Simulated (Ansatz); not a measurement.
**Diamond-structure Ge**

Computed with r²SCAN in Ansatz (plane waves, PAW).

Numerical settings: plane-wave cutoff 500 eV, 18×18×1 k mesh (along the axes of the cell as run), Fermi–Dirac smearing 0.05 eV, scalar-relativistic PAW data made under PBE.

Cell: relaxed at this level.

- surface energy of the (111) face: 1.35 J/m²
- work function of the (111) face: 4.75 eV

The slab of 12 atoms is relaxed and unreconstructed.

Computed values are for the static lattice.

It cost around 8 core-minutes (rough) of CPU time.

Ansatz is a quantum-chemistry and plane-wave program.
